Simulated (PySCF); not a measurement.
## AlCl: energy against distance

Set-up: Al jorge-DZP-DKH, Cl jorge-DZP-DKH; spin-free X2C with a Gaussian nucleus (PySCF 2.14). Energies in eV from Al + Cl in their ground configurations at the same level. State: ¹Σ⁺ (singlet), closed shell.

Curves on a restricted Hartree–Fock reference rise too fast on stretching and do not dissociate correctly.

| R (Å) | RHF-CCSD(T) | BP86 |
| --- | --- | --- |
| 1.880 |  | -4.184 |
| 1.967 | -4.377 | -4.669 |
| 2.055 | -4.631 | -4.940 |
| 2.120 | -4.717 | -5.042 |
| 2.186 | -4.735 | -5.079 |
| 2.252 | -4.703 | -5.067 |
| 2.339 | -4.603 | -4.994 |
| 2.448 | -4.413 | -4.840 |
| 2.579 | -4.129 | -4.600 |
| 2.754 |  | -4.235 |

Task: Put a parabola through the three lowest points of the RHF-CCSD(T) curve and estimate Re, k and ωe (reduced mass 15.23 u; 1 eV/Å² = 0.16022 mdyn/Å; ωe = 1302.8·√(k/μ) cm⁻¹).

Result: Through R = 2.12, 2.186, 2.252 Å the second-order coefficient is 5.74 eV/Å², so Re ≈ 2.177 Å, k ≈ 1.84 mdyn/Å and ωe ≈ 453 cm⁻¹. A polynomial fit of higher order to the unrounded RHF-CCSD(T) energies gives Re = 2.175 Å, k = 1.97 mdyn/Å, ωe = 469 cm⁻¹; anharmonicity and rounding make the difference.

The higher-order fit for each curve: RHF-CCSD(T): Re = 2.175 Å, ωe = 469 cm⁻¹, De = 4.74 eV; BP86: Re = 2.200 Å, ωe = 439 cm⁻¹, De = 5.08 eV.

Correlated steps freeze 10 core orbitals. Correlated levels converge slowly with the basis: in double zeta they bind strong bonds too weakly, by up to about 1 eV, and carry superposition errors of some tenths. Where the molecule has an RHF reference, its open-shell atoms are computed with UHF.
